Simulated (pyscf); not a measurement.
Cl–SnH₂–Cl → Cl–Sn:–Cl [singlet] + H₂, a 1,1-elimination (singlet surface; H–Sn, H–Sn broken, H–H formed). Structures and frequencies: ωB97X-D3(BJ)/def2-SVP in PySCF. Energies in kJ/mol from the reactant's lowest minimum found.

Small-basis levels: PySCF, no dispersion term, spherical d functions. AM1 to PM7: differences of heats of formation from MOPAC, which are fitted to 298 K values and so differ in kind from electronic energies by zero-point and thermal terms. Cost: rough CPU time at the saddle relative to B3LYP/6-31G*+LANL2DZ, from one job on a shared machine.

| level | barrier | reaction energy | cost |
|---|---|---|---|
| BP86/6-31G*+LANL2DZ | 250.5 | -28.7 | 1 |
| PBE/6-31G*+LANL2DZ | 248.4 | -25.6 | 1 |
| B3LYP/LANL2DZ | 278.2 | -27.6 | 0.7 |
| B3LYP/6-311+G**+LANL2DZ | (withheld) | -14.7 | 1 |
| PBE/def2-SVP | 228.9 | -38.4 | 2 |
| AM1 | (withheld) | -108.5 | under 0.02 |
| PM6 | 237.3 | -131.3 | under 0.02 |
| ωB97M-D3(BJ)/def2-TZVP | (withheld) | -23.0 | – |

What belongs in the gaps?


- B3LYP/6-311+G**+LANL2DZ, barrier: 270.9
- AM1, barrier: 183.1
- ωB97M-D3(BJ)/def2-TZVP, barrier: 275.0

Against the last row the barrier runs from -91.9 (AM1) to +3.3 kJ/mol (B3LYP/LANL2DZ). ωB97M-D3(BJ)/def2-TZVP has limits of its own. One saddle was located; it need not be the lowest between these sides. In the def2 sets elements past Kr carry core potentials, without spin-orbit coupling.
